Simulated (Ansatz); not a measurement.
Results of PBE-D3(BJ) (Ansatz, an electronic-structure program, plane waves, PAW) for antifluorite Mg2Sn.

Settings: plane-wave cutoff 520 eV, 20×20×20 k mesh, Fermi–Dirac smearing 0.05 eV, scalar-relativistic PAW data made under PBE.

Computed at the level's own relaxed cell.

```
Mg2Sn
1.0
    0.00000     3.35592     3.35592
    3.35592     0.00000     3.35592
    3.35592     3.35592     0.00000
Mg Sn
2 1
Direct
  0.25000   0.25000   0.25000
  0.75000   0.75000   0.75000
  0.00000   0.00000   0.00000
```

Task: Give the elastic tensor (Voigt notation, GPa, ions relaxed, in the Cartesian axes of the cell as printed).

Result: 
```
   77.5    28.6    28.6     0.0     0.0     0.0
   28.6    77.5    28.6     0.0     0.0     0.0
   28.6    28.6    77.5     0.0     0.0     0.0
    0.0     0.0     0.0    33.8     0.0     0.0
    0.0     0.0     0.0     0.0    33.8     0.0
    0.0     0.0     0.0     0.0     0.0    33.8
```

Note: the solid has no gap at this level, which affects its response; the dispersion coefficients are held fixed in the derivatives.

The computed numbers hold no vibrational or temperature effects.
